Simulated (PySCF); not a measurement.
**How the method moves the HOMO and LUMO of `C#C[C@H](C)F`**

Compound: C₄H₅F.
Numbering: `[CH:1]#[C:2][C@H:3]([CH3:4])[F:5]` (hydrogens: H6 on C1; H7 on C3; H8, H9, H10 on C4)

Structure used (PBE0-D3(BJ)/def2-SVP), in Å, numbered top down from 1:
```xyz
10
C4H5F angstrom
C      2.3380   -0.0286   -0.1763
C      1.1747    0.2459    0.0110
C     -0.2357    0.5609    0.2482
C     -1.1357   -0.6500    0.1104
F     -0.6535    1.5311   -0.6395
H      3.3719   -0.2696   -0.3433
H     -0.3295    0.9892    1.2631
H     -1.0546   -1.0619   -0.9054
H     -0.8517   -1.4288    0.8318
H     -2.1787   -0.3549    0.2929
```

Basis pcSseg-2 throughout (PySCF), one geometry. Isolated species at its PBE0-D3(BJ)/def2-SVP geometry, gas phase.

Q: How do the orbital energies, the gap and the dipole change with the method?

A: 
```
   method                    kind  HOMO (eV)  LUMO (eV)  gap (eV)  μ (D)  SCF cycles
     BLYP                     GGA      -6.72      -0.74      5.98   1.81          16
     OPBE                     GGA      -6.81      -0.73      6.08   1.73          16
    B97-D                     GGA      -6.81      -0.74      6.07   1.79          15
      PBE                     GGA      -6.86      -0.86      6.00   1.79          16
      KT2                     GGA      -6.86      -0.87      5.99   1.81          16
      KT3                     GGA      -6.87      -0.84      6.03   1.78          16
     BP86                     GGA      -6.95      -0.92      6.02   1.80          15
      LDA                     LDA      -7.03      -1.11      5.92   1.87          15
    B97-2           global hybrid      -7.84       0.14      7.98   1.87          14
    B3LYP           global hybrid      -7.88      -0.09      7.79   1.90          14
     PBE0           global hybrid      -8.11       0.17      8.28   1.89          14
 mPW1PW91           global hybrid      -8.12       0.17      8.29   1.89          14
BHandHLYP           global hybrid      -9.21       0.99     10.20   2.00          13
CAM-B3LYP  range-separated hybrid      -9.50       1.12     10.62   1.95          14
  wB97X-D  range-separated hybrid      -9.98       2.00     11.98   1.90          14
       HF            Hartree–Fock     -10.88       2.63     13.50   2.08          11
  LC-wPBE  range-separated hybrid     -10.92       2.28     13.20   1.94          14
```

The HOMO spans 4.20 eV, from BLYP down to LC-wPBE, and the gap runs from 5.92 eV (LDA) to 13.50 eV (HF). Over the methods BLYP (0 %), OPBE (0 %), B97-D (0 %), PBE (0 %), KT2 (0 %), KT3 (0 %), BP86 (0 %), LDA (0 %), B97-2 (21 %), B3LYP (20 %), PBE0 (25 %), mPW1PW91 (25 %), BHandHLYP (50 %), HF (100 %), a straight line through the gap against the share of exact exchange rises by 0.77 eV for each 10 % (correlation coefficient 0.996). The dipole ranges from 1.73 D (OPBE) to 2.08 D (HF). This basis has no diffuse functions.
